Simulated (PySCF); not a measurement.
**CH4: calculation and literature**

Bonds (- single, = double, # triple, : aromatic): none between heavy atoms. C1 carries H2, H3, H4, H5.

- σ from GIAO-PBE0/pcSseg-1
- structure optimised with GFN2-xTB
- run in PySCF 2.14
- no solvent, relativity neglected, equivalent nuclei averaged, a single conformation

Reference values: measured (solution, D2O, 298 K; Fulmer et al., Organometallics 2010, 29, 2176).
```json
{"atoms": "H2/H3/H4/H5", "quantity": "δ ¹H", "reference": "0.18", "computed": "0.24", "computed, scaled": "0.33"}
```

Reference values: measured (gas, 300 K; A. A. Auer, PhD thesis, Mainz 2002 (Auer, Gauss, Stanton, JCP 2003, 118, 10407)).
| atoms | quantity | reference | computed |
| --- | --- | --- | --- |
| C1 | σ ¹³C | 195.0 | 192.4 |

Absolute shieldings are compared as such; zero-point and thermal motion, absent here, lowers them by some tenths of a ppm for H, a few ppm for C and up to about 10 ppm for F.

Computed shifts are σ(ref) − σ with the named reference compound (TMS for H and C) calculated as an isolated molecule at the same level. The measured values may be among those fitted. Empirical linear scaling, fitted to shifts measured mostly in CDCl3 for H and C (δ vs TMS): ¹H (scatter 0.16 ppm rms, 0.17 ppm with the 2 outliers that the fit left out). A few per cent of atoms miss by over 2 rms, more outside the fitted compound classes.

2 of the 49 published NMR values on file for this molecule are compared. The rest: values from further sources, protons in aromatic solvents, other calculations.
